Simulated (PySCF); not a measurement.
Q: Write Cartesian coordinates for `N(/[H])=C(\CF)CO` as optimised with GFN2-xTB.

A: 
```
atom  x, y, z in Å
N1     0.202    1.639   -0.139
C2    -0.153    0.439   -0.039
C3     0.753   -0.724    0.317
O4     2.102   -0.347    0.410
C5    -1.603    0.110   -0.267
F6    -1.796   -1.221   -0.534
H7     1.185    1.800    0.082
H8     0.469   -1.102    1.304
H9     0.606   -1.535   -0.410
H10    2.419   -0.087   -0.463
H11   -1.999    0.682   -1.112
H12   -2.182    0.345    0.634
```

Orientation and origin are arbitrary. Atoms count from 1 in this order. H7 on N1 lies 2.36 Å from O4, 4 bonds away (angle at H 105°; Bondi radii sum to 2.72 Å). Of the pairs four or more bonds apart, those above aside, F6···H9 is among the closest relative to their van der Waals radii: 2.43 Å, 91 % of the sum of Bondi's values.

Bonds between heavy atoms (Å): N1=C2 1.256, C2–C3 1.516, C3–O4 1.404, C2–C5 1.504, C5–F6 1.371.

The geometry is computed with GFN2-xTB (gas phase).

Point group: C1 (no symmetry element, even within 0.4 Å). No GFN2-xTB frequencies stand behind this structure, so it isn't proved a minimum. The numbers are those of one conformer (N1–C2–C3–O4 -6°, C2–C3–O4–H -66°, N1–C2–C5–F6 161°).
